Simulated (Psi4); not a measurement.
Psi4 input (PBE/STO-3G):

```
memory 8100 MB

molecule {
0 1
O     0.00702152    0.00134342    0.11666744
H    -0.04995842    0.75929218   -0.47415850
H    -0.00621371   -0.77003954   -0.45918106
}

set {
  basis sto-3g
  scf_type df
}

energy('pbe')
print_variables()
```

Output:

```
-----------------------------------------------------------------------
          Psi4: An Open-Source Ab Initio Electronic Structure Package
                               Psi4 1.11 release

    D. G. A. Smith, L. A. Burns, A. C. Simmonett, R. M. Parrish,
    M. C. Schieber, R. Galvelis, P. Kraus, H. Kruse, R. Di Remigio,
    A. Alenaizan, A. M. James, S. Lehtola, J. P. Misiewicz, M. Scheurer,
    R. A. Shaw, J. B. Schriber, Y. Xie, Z. L. Glick, D. A. Sirianni,
    J. S. O'Brien, J. M. Waldrop, A. Kumar, E. G. Hohenstein,
    B. P. Pritchard, B. R. Brooks, H. F. Schaefer III, A. Yu. Sokolov,
    K. Patkowski, A. E. DePrince III, U. Bozkaya, R. A. King,
    F. A. Evangelista, J. M. Turney, T. D. Crawford, C. D. Sherrill,
    J. Chem. Phys. 152(18) 184108 (2020). https://doi.org/10.1063/5.0006002

                            Additional Code Authors
    E. T. Seidl, C. L. Janssen, E. F. Valeev, M. L. Leininger,
    J. F. Gonthier, R. M. Richard, H. R. McAlexander, M. Saitow, X. Wang,
    P. Verma, M. H. Lechner, A. Jiang, S. Behnle, A. G. Heide,
    M. F. Herbst, D. L. Poole, T. Győri, E. C. Mitchell, J. P. Pederson,
    and A. M. Wallace

             Previous Authors, Complete List of Code Contributors,
                       and Citations for Specific Modules
    https://github.com/psi4/psi4/blob/master/codemeta.json
    https://github.com/psi4/psi4/graphs/contributors
    https://psicode.org/psi4manual/master/introduction.html#citing-psifour

    -----------------------------------------------------------------------

    Threads:    4
    Addons:     a̶d̶c̶c̶, a̶m̶b̶i̶t̶, b̶s̶e̶, c̶c̶t̶3̶, c̶f̶o̶u̶r̶, c̶h̶e̶m̶p̶s̶2̶, c̶p̶p̶e̶, d̶d̶x̶,
                d̶f̶t̶d̶3̶, d̶f̶t̶d̶4̶, dkh, ecpint, einsums, f̶o̶r̶t̶e̶, gauxc, g̶c̶p̶,
                g̶d̶m̶a̶, g̶e̶o̶m̶e̶t̶r̶i̶c̶, g̶p̶u̶_̶d̶f̶c̶c̶, i̶n̶t̶e̶g̶r̶a̶t̶o̶r̶x̶x̶,
                i̶p̶i̶, l̶i̶b̶e̶f̶p̶, m̶d̶i̶, m̶p̶2̶d̶, m̶r̶c̶c̶, ooo,
                o̶p̶e̶n̶f̶e̶r̶m̶i̶o̶n̶p̶s̶i̶4̶, pcmsolver, p̶s̶i̶4̶f̶o̶c̶k̶c̶i̶, p̶s̶i̶x̶a̶s̶,
                p̶y̶e̶i̶n̶s̶u̶m̶s̶, r̶e̶s̶p̶, s̶i̶m̶i̶n̶t̶, s̶n̶s̶m̶p̶2̶,
                v̶2̶r̶d̶m̶_̶c̶a̶s̶s̶c̶f̶

  ==> Input File <==

--------------------------------------------------------------------------
memory 8100 MB

molecule {
0 1
O     0.00702152    0.00134342    0.11666744
H    -0.04995842    0.75929218   -0.47415850
H    -0.00621371   -0.77003954   -0.45918106
}

set {
  basis sto-3g
  scf_type df
}

energy('pbe')
print_variables()
--------------------------------------------------------------------------

   => Libint2 <=

    Primary   basis highest AM E, G, H:  7, 6, 3
    Auxiliary basis highest AM E, G, H:  7, 7, 4
    Onebody   basis highest AM E, G, H:  -, -, -
    Solid Harmonics ordering:            Gaussian

   => Loading Basis Set <=

    Name: STO-3G
    Role: ORBITAL
    Keyword: BASIS
    atoms 1   entry O          line    81 file sto-3g.gbs
    atoms 2-3 entry H          line    19 file sto-3g.gbs

         ---------------------------------------------------------
                                   SCF
               by Justin Turney, Rob Parrish, Andy Simmonett
                          and Daniel G. A. Smith
                              RKS Reference
                        4 Threads,   7724 MiB Core
         ---------------------------------------------------------

  ==> Geometry <==

    Molecular point group: cs
    Full point group: Cs

    Geometry (in Angstrom), charge = 0, multiplicity = 1:

       Center              X                  Y                   Z               Mass
    ------------   -----------------  -----------------  -----------------  -----------------
         O           -0.065402234174     0.000752037182     0.000000000000    15.994914619570
         H            0.527786513398     0.758997009126     0.000000000000     1.007825032230
         H            0.510194404010    -0.770932384946     0.000000000000     1.007825032230

  Running in cs symmetry.

  Rotational constants: A =     27.57146  B =     14.29029  C =      9.41203 [cm^-1]
  Rotational constants: A = 826571.62739  B = 428412.22822  C = 282165.69567 [MHz]
  Nuclear repulsion =    9.140664258671888

  Charge       = 0
  Multiplicity = 1
  Electrons    = 10
  Nalpha       = 5
  Nbeta        = 5

  ==> Algorithm <==

  SCF Algorithm Type is DF.
  DIIS enabled.
  MOM disabled.
  Fractional occupation disabled.
  Guess Type is SAD.
  Energy threshold   = 1.00e-06
  Density threshold  = 1.00e-06
  Integral threshold = 1.00e-12

  ==> Primary Basis <==

  Basis Set: STO-3G
    Blend: STO-3G
    Number of shells: 5
    Number of basis functions: 7
    Number of Cartesian functions: 7
    Spherical Harmonics?: true
    Max angular momentum: 1

  ==> DFT Potential <==

   => LibXC <=

    Version 7.1.2
    S. Lehtola, C. Steigemann, M. J. T. Oliveira, and M. A. L. Marques,  SoftwareX 7, 1–5 (2018) (10.1016/j.softx.2017.11.002)

   => Composite Functional: PBE <=

    PBE GGA Exchange-Correlation Functional

    J.P. Perdew et. al., Phys. Rev. Lett., 77(18), 3865-3868, 1996

    Deriv               =              1
    GGA                 =           TRUE
    Meta                =          FALSE

    Exchange Hybrid     =          FALSE
    MP2 Hybrid          =          FALSE

   => Exchange Functionals <=

    1.0000     XC_GGA_X_PBE

   => Correlation Functionals <=

    1.0000     XC_GGA_C_PBE

   => LibXC Density Thresholds  <==

    XC_GGA_C_PBE:  1.00E-12
    XC_GGA_X_PBE:  1.00E-15

   => Molecular Quadrature <=

    Radial Scheme          =       TREUTLER
    Pruning Scheme         =           NONE
    Nuclear Scheme         =       TREUTLER

    Blocking Scheme        =         OCTREE
    BS radius alpha        =              1
    Pruning alpha          =              1
    Radial Points          =             75
    Spherical Points       =            302
    Total Points           =          65757
    Total Blocks           =            552
    Max Points             =            256
    Max Functions          =              7
    Weights Tolerance      =       1.00E-15

   => Loading Basis Set <=

    Name: (STO-3G AUX)
    Role: JKFIT
    Keyword: DF_BASIS_SCF
    atoms 1   entry O          line   318 file def2-universal-jkfit.gbs
    atoms 2-3 entry H          line    18 file def2-universal-jkfit.gbs

  ==> Integral Setup <==

  DFHelper Memory: AOs need 0.000 GiB; user supplied 5.645 GiB.
  SCF_SUBTYPE=INCORE selected. In-core MEM_DF algorithm will be used.
  Using in-core AOs.

  ==> MemDFJK: Density-Fitted J/K Matrices <==

    J tasked:                   Yes
    K tasked:                    No
    wK tasked:                   No
    OpenMP threads:               4
    Algorithm:                 Core
    Schwarz Cutoff:           1E-12
    Mask sparsity (%):       0.0000
    Fitting Condition:        1E-10

   => Auxiliary Basis Set <=

  Basis Set: (STO-3G AUX)
    Blend: DEF2-UNIVERSAL-JKFIT
    Number of shells: 37
    Number of basis functions: 113
    Number of Cartesian functions: 133
    Spherical Harmonics?: true
    Max angular momentum: 4

  Cached 100.0% of DFT collocation blocks in 0.013 [GiB].

  Minimum eigenvalue in the overlap matrix is 3.4592065526E-01.
  Reciprocal condition number of the overlap matrix is 1.8004975326E-01.
    Using symmetric orthogonalization.

  ==> Pre-Iterations <==

  SCF Guess: Superposition of Atomic Densities via on-the-fly atomic UHF (no occupation information).

   -------------------------
    Irrep   Nso     Nmo
   -------------------------
     A'         6       6
     A"         1       1
   -------------------------
    Total       7       7
   -------------------------

  ==> Iterations <==

                           Total Energy        Delta E     RMS |[F,P]|

   @DF-RKS iter SAD:   -74.87730556195518   -7.48773e+01   0.00000e+00
   @DF-RKS iter   1:   -75.20916507196065   -3.31860e-01   2.57676e-02 DIIS/ADIIS
   @DF-RKS iter   2:   -75.20964309467639   -4.78023e-04   2.65871e-02 DIIS/ADIIS
   @DF-RKS iter   3:   -75.22699464273343   -1.73515e-02   7.94118e-04 DIIS/ADIIS
   @DF-RKS iter   4:   -75.22700904706312   -1.44043e-05   1.86858e-05 DIIS
   @DF-RKS iter   5:   -75.22700905862193   -1.15588e-08   3.57721e-07 DIIS
  Energy and wave function converged.

  ==> Post-Iterations <==

   Electrons on quadrature grid:
      Ntotal   =   10.0000002404 ; deviation = 2.404e-07

    Orbital Energies [Eh]
    ---------------------

    Doubly Occupied:

       1Ap   -18.443939     2Ap    -0.839574     3Ap    -0.388173
       4Ap    -0.159720     1App   -0.064822

    Virtual:

       5Ap     0.304537     6Ap     0.416406

    Final Occupation by Irrep:
             Ap   App
    DOCC [     4,    1 ]
    NA   [     4,    1 ]
    NB   [     4,    1 ]

  @DF-RKS Final Energy:   -75.22700905862193

   => Energetics <=

    Nuclear Repulsion Energy =              9.1406642586718885
    One-Electron Energy =                -122.2660547383891725
    Two-Electron Energy =                  47.2602690363308824
    DFT Exchange-Correlation Energy =      -9.3618876152355313
    Empirical Dispersion Energy =           0.0000000000000000
    VV10 Nonlocal Energy =                  0.0000000000000000
    Total Energy =                        -75.2270090586219311

Computation Completed

Properties will be evaluated at   0.000000,   0.000000,   0.000000 [a0]

Properties computed using the SCF density matrix

 Multipole Moments:

 ------------------------------------------------------------------------------------
     Multipole            Electronic (a.u.)      Nuclear  (a.u.)        Total (a.u.)
 ------------------------------------------------------------------------------------

 L = 1.  Multiply by 2.5417464519 to convert [e a0] to [Debye]
 Dipole X            :         -0.3256279            0.9727612            0.6471333
 Dipole Y            :          0.0037443           -0.0111854           -0.0074412
 Dipole Z            :          0.0000000            0.0000000            0.0000000
 Magnitude           :                                                    0.6471761

 ------------------------------------------------------------------------------------

  Variable Map:
  ----------------------------------------------------------------------------
  "CURRENT ENERGY"              =>     -75.227009058622
  "CURRENT REFERENCE ENERGY"    =>     -75.227009058622
  "DD SOLVATION ENERGY"         =>       0.000000000000
  "DFT FUNCTIONAL TOTAL ENERGY" =>     -75.227009058622
  "DFT TOTAL ENERGY"            =>     -75.227009058622
  "DFT VV10 ENERGY"             =>       0.000000000000
  "DFT XC ENERGY"               =>      -9.361887615236
  "GRID ELECTRONS ALPHA"        =>       5.000000120197
  "GRID ELECTRONS BETA"         =>       5.000000120197
  "GRID ELECTRONS TOTAL"        =>      10.000000240394
  "NUCLEAR REPULSION ENERGY"    =>       9.140664258672
  "ONE-ELECTRON ENERGY"         =>    -122.266054738389
  "PCM POLARIZATION ENERGY"     =>       0.000000000000
  "PE ENERGY"                   =>       0.000000000000
  "SCF ITERATION ENERGY"        =>     -75.227009058622
  "SCF ITERATIONS"              =>       5.000000000000
  "SCF TOTAL ENERGY"            =>     -75.227009058622
  "TWO-ELECTRON ENERGY"         =>      47.260269036331
  "XC GRID RADIAL POINTS"       =>      75.000000000000
  "XC GRID SPHERICAL POINTS"    =>     302.000000000000
  "XC GRID TOTAL POINTS"        =>   65757.000000000000

  Array Variable Map:
  ----------------------------------------------------------------------------
  "CURRENT DIPOLE"              =>       0.647133284614 ... 0.000000000000 1 by 3
  "SCF DIPOLE"                  =>       0.647133284614 ... 0.000000000000 1 by 3
  "SCF TOTAL ENERGIES"          =>     -74.877305561955 ... -75.227009058622 1 by 6

*** Psi4 exiting successfully. Buy a developer a beer!
```
